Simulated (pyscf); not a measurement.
## Addition across a multiple bond or ene-type step: O=Sn: (SMILES [O]=[Sn]) [singlet] + H₂ (SMILES [H][H]) -> HO–SnH: (SMILES [OH][SnH]) [singlet]

Gas phase, singlet surface, charge 0. Bonds broken: H3–H4. Bonds formed: Sn1–H3, O2–H4. Single points on ωB97X-D3(BJ)/def2-SVP structures (PySCF, gas phase).

Transition state (Å):

```xyz
4

Sn     1.0441     1.5095    -0.1070
O      0.3747     0.2586    -1.3710
H     -0.3042    -0.0165     0.8159
H     -0.1785    -0.1234    -0.1355
```

One imaginary mode, 1756i cm⁻¹; descent along it reached the two sides named.

```csv
bond,change,reactant side (Å),saddle,product side
H3–H4,breaks,0.764,0.966,2.7
Sn1–H3,forms,4.9,2.236,1.794
O2–H4,forms,2.315,1.407,0.965
```

Electronic energies relative to the separated reactants (kJ/mol):

```tsv
level	barrier	reaction energy	reverse barrier
ωB97X-D3(BJ)/def2-TZVP	100.1	-124.6	224.7
PBE/def2-TZVP	95.8	-88.5	184.3
r²SCAN/def2-TZVP	98.9	-102.7	201.6
B3LYP-D3(BJ)/def2-TZVP	105.2	-104.2	209.4
PBE0-D3(BJ)/def2-TZVP	91.4	-122.7	214.1
M06-2X/def2-TZVP	99.2	-128.9	228.1
ωB97M-D3(BJ)/def2-TZVP	103.4	-120.8	224.2
HF/def2-TZVP	128.4	-168.5	296.9
```

With ωB97M-D3(BJ)/def2-TZVP energies and thermal terms (ideal gas, 1 atm, RRHO with modes under 100 cm⁻¹ raised to 100, one conformer, R ln 2 for chiral ones without a mode under 150 cm⁻¹), in kJ/mol:

```tsv
T (K)	ΔH‡	ΔG‡	ΔH	ΔG
298	102.8	132.7	-109.6	-80.8
600	98.4	165.0	-111.2	-50.8
900	96.7	198.7	-110.7	-20.6
1200	96.4	232.8	-109.4	+9.3
```

At the saddle there is also a short H–Sn contact that neither side keeps. This is the saddle that the search found; another between the same sides may lie lower. Elements past Kr carry the def2 core potentials, without spin-orbit coupling.
